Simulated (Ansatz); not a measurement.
**GePb2(SeO3)4 (P2₁/c, No. 14; structure not from a measured cell): smallest direct gap on the k points sampled by level of theory**

No measured value is used here.

```
level (code)     value (eV)
---------------  ----------
LDA (Ansatz)           3.30
PBEsol (Ansatz)        3.33
r²SCAN (Ansatz)        3.81
```

At these levels the smallest gap is indirect and lower: LDA 3.20, PBEsol 3.23, r²SCAN 3.71 eV. Computed values are for a static lattice. Levels without +SOC have no spin–orbit coupling; where heavier elements are present it shifts gaps, mostly down, and can invert bands.  Values are at the PBEsol cell. Cutoffs differ between the levels. Ansatz's density-functional and Hartree–Fock values are scalar-relativistic unless marked +SOC, with PAW data made under PBE.

Ansatz is an electronic-structure program.
